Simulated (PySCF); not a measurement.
First SCF of a structure search on singlet C4, at a hand-made tetrahedron geometry. PySCF input:

```python
from pyscf import gto, scf, dft
mol = gto.M(atom='''
C      0.530300     0.530300     0.530300
C      0.530300    -0.530300    -0.530300
C     -0.530300     0.530300    -0.530300
C     -0.530300    -0.530300     0.530300''',
    basis={'C': 'def2-TZVP'},
    charge=0, spin=0)
mf = dft.RKS(mol, xc='PBE')
mf.grids.atom_grid = (50, 194)
aux = {'C': 'def2-universal-JKFIT'}
mf = mf.density_fit(auxbasis=aux)
mf.conv_tol = 1e-08
mf.diis_space = 10
mf.max_cycle = 60
mf.init_guess = 'minao'
mf.verbose = 4
mf.kernel()
```

Excerpt of the output (cycles and frontier levels); where DIIS stalls, ADIIS, DIIS with a small level shift and a second-order solver take over in turn:

```
init E= -152.62486712588
cycle= 1 E= -151.591754036333  delta_E= 1.03  |g|= 0.459  |ddm|= 2.11
  HOMO = -0.235226398971425  LUMO = -0.194807945583097  gap/eV = 1.09984
cycle= 2 E= -150.316855917999  delta_E= 1.27  |g|= 2.06  |ddm|=  2.3
  HOMO = -0.240842501249207  LUMO = -0.23227714369459  gap/eV = 0.23308
cycle= 3 E= -151.349410189476  delta_E= -1.03  |g|= 0.978  |ddm|=    1
  HOMO = -0.251636016134767  LUMO = -0.249036788710746  gap/eV = 0.07073
cycle= 4 E= -151.404152677235  delta_E= -0.0547  |g|= 0.841  |ddm|= 1.53
cycle= 5 E= -151.419220650644  delta_E= -0.0151  |g|= 0.832  |ddm|=  1.7
  HOMO = -0.259403096480668  LUMO = -0.251653077686058  gap/eV = 0.21089
cycle= 6 E= -151.425838291723  delta_E= -0.00662  |g|= 0.839  |ddm|= 2.29
cycle= 7 E= -151.512973766577  delta_E= -0.0871  |g|= 0.624  |ddm|= 1.18
  HOMO = -0.26028086972986  LUMO = -0.255193488029634  gap/eV = 0.13843
cycle= 8 E= -151.450944326182  delta_E= 0.062  |g|= 0.777  |ddm|= 2.18
... 85 lines left out ...
  HOMO = -0.259715683835589  LUMO = -0.258518917584869  gap/eV = 0.03257
cycle= 56 E= -151.551552705873  delta_E= 0.0278  |g|= 0.524  |ddm|= 0.872
cycle= 57 E= -151.542556584351  delta_E= 0.009  |g|= 0.544  |ddm|= 0.148
  HOMO = -0.258098555387502  LUMO = -0.254812590227473  gap/eV = 0.08942
cycle= 58 E= -151.57956206823  delta_E= -0.037  |g|= 0.472  |ddm|= 1.95
  HOMO = -0.259607203323663  LUMO = -0.256860851759586  gap/eV = 0.07473
cycle= 59 E= -151.524199634684  delta_E= 0.0554  |g|= 0.597  |ddm|= 2.11
  HOMO = -0.261825134877299  LUMO = -0.256974432143379  gap/eV = 0.13199
cycle= 60 E= -151.488466345748  delta_E= 0.0357  |g|= 0.687  |ddm|= 1.65
SCF not converged.
init E= -152.62486712588
cycle= 1 E= -151.606346307376  delta_E= 1.02  |g|= 0.416  |ddm|= 2.11
  HOMO = -0.239681586011727  LUMO = -0.210105982766311  gap/eV = 0.80479
cycle= 2 E= -150.465932335247  delta_E= 1.14  |g|= 1.86  |ddm|= 2.27
  HOMO = -0.241404049183817  LUMO = -0.23727161564072  gap/eV = 0.11245
cycle= 3 E= -151.47874604816  delta_E= -1.01  |g|= 0.689  |ddm|= 1.07
  HOMO = -0.259642252857293  LUMO = -0.253923991733335  gap/eV = 0.15560
cycle= 4 E= -151.437675304146  delta_E= 0.0411  |g|= 0.801  |ddm|= 1.99
  HOMO = -0.259815183427572  LUMO = -0.257762508260586  gap/eV = 0.05586
cycle= 5 E= -151.511990205843  delta_E= -0.0743  |g|= 0.619  |ddm|= 1.85
cycle= 6 E= -151.560944875086  delta_E= -0.049  |g|= 0.55  |ddm|= 2.09
cycle= 7 E= -151.504922907719  delta_E= 0.056  |g|= 0.665  |ddm|= 1.95
  HOMO = -0.268074903792054  LUMO = -0.258683943178468  gap/eV = 0.25554
cycle= 8 E= -151.453785067186  delta_E= 0.0511  |g|= 0.803  |ddm|= 1.95
... 14 lines left out ...
cycle= 16 E= -151.577709152074  delta_E= 0.0257  |g|= 0.465  |ddm|= 1.85
  HOMO = -0.271641945353396  LUMO = -0.25227690086112  gap/eV = 0.52695
cycle= 17 E= -151.280496283253  delta_E= 0.297  |g|= 1.09  |ddm|= 1.97
  HOMO = -0.247990655985306  LUMO = -0.236481623710884  gap/eV = 0.31318
cycle= 18 E= -151.366389596328  delta_E= -0.0859  |g|= 0.941  |ddm|= 1.81
  HOMO = -0.251035808185355  LUMO = -0.249511205050808  gap/eV = 0.04149
cycle= 19 E= -151.557788887998  delta_E= -0.191  |g|= 0.498  |ddm|= 1.38
  HOMO = -0.2538506968114  LUMO = -0.251546686562901  gap/eV = 0.06270
cycle= 20 E= -151.492753953789  delta_E= 0.065  |g|= 0.678  |ddm|= 1.99
SCF not converged.
init E= -151.492753953789
  HOMO = -0.250781755863255  LUMO = -0.216419079818319  gap/eV = 0.93506
cycle= 1 E= -149.922764589086  delta_E= 1.57  |g|= 2.27  |ddm|= 2.29
  HOMO = -0.142844447194999  LUMO = -0.0678828196220138  gap/eV = 2.03981
cycle= 2 E= -144.065436639602  delta_E= 5.86  |g|= 5.22  |ddm|= 4.88
  HOMO = -0.188882791895675  LUMO = -0.0657519612294983  gap/eV = 3.35056
cycle= 3 E= -149.60163770283  delta_E= -5.54  |g|= 2.56  |ddm|=    3
  HOMO = -0.232390063226476  LUMO = -0.164313186512352  gap/eV = 1.85247
cycle= 4 E= -151.08957760374  delta_E= -1.49  |g|= 1.41  |ddm|= 1.79
  HOMO = -0.214791090445255  LUMO = -0.173844069549958  gap/eV = 1.11423
cycle= 5 E= -151.28411824502  delta_E= -0.195  |g|= 1.06  |ddm|= 1.11
  HOMO = -0.197341997861361  LUMO = -0.171494083619418  gap/eV = 0.70336
cycle= 6 E= -151.564401407244  delta_E= -0.28  |g|= 0.545  |ddm|=  1.1
  HOMO = -0.224653966642766  LUMO = -0.17781573572535  gap/eV = 1.27453
... 39 lines left out ...
  HOMO = -0.252031106546223  LUMO = -0.16523578093695  gap/eV = 2.36182
cycle= 27 E= -151.588968145554  delta_E= 0.0233  |g|= 0.509  |ddm|= 0.177
  HOMO = -0.252752370818018  LUMO = -0.16517243873027  gap/eV = 2.38317
cycle= 28 E= -151.56466729825  delta_E= 0.0243  |g|= 0.578  |ddm|= 0.167
  HOMO = -0.251109406803399  LUMO = -0.164677845036024  gap/eV = 2.35192
cycle= 29 E= -151.579334600706  delta_E= -0.0147  |g|= 0.516  |ddm|= 0.14
  HOMO = -0.251106979078133  LUMO = -0.164282884591141  gap/eV = 2.36260
cycle= 30 E= -151.575323654954  delta_E= 0.00401  |g|= 0.525  |ddm|= 0.123
SCF not converged.
  HOMO = -0.272478453512171  LUMO = -0.222751312728146  gap/eV = 1.35314
macro= 0  E= -151.648471327103  delta_E= -0.0731477  |g|= 0.174493  3 KF 18 JK
macro= 1  E= -151.663327644672  delta_E= -0.0148563  |g|= 0.133173  3 KF 19 JK
macro= 2  E= -151.667695414377  delta_E= -0.00436777  |g|= 0.0408492  3 KF 15 JK
macro= 3  E= -151.668736914054  delta_E= -0.0010415  |g|= 0.0144842  4 KF 21 JK
macro= 4  E= -151.668784103982  delta_E= -4.71899e-05  |g|= 0.00012932  3 KF 19 JK
macro= 5  E= -151.668784107269  delta_E= -3.28731e-09  |g|= 5.8157e-05  1 KF 11 JK
macro X = 6  E=-151.668784107269  |g|= 5.8157e-05  total 18 KF 110 JK
converged SCF energy = -151.668784107269
```

No lower solution of this spin was found from smeared starts or by a stability analysis within the restricted form, which does not test spin polarisation.

The search for the lowest solution, 3 starts and the stability check together, took 97 s on 2 threads of a shared Intel Xeon Platinum 8488C (Sapphire Rapids) host, with 124 basis functions; the process peaked at 0.51 GiB.
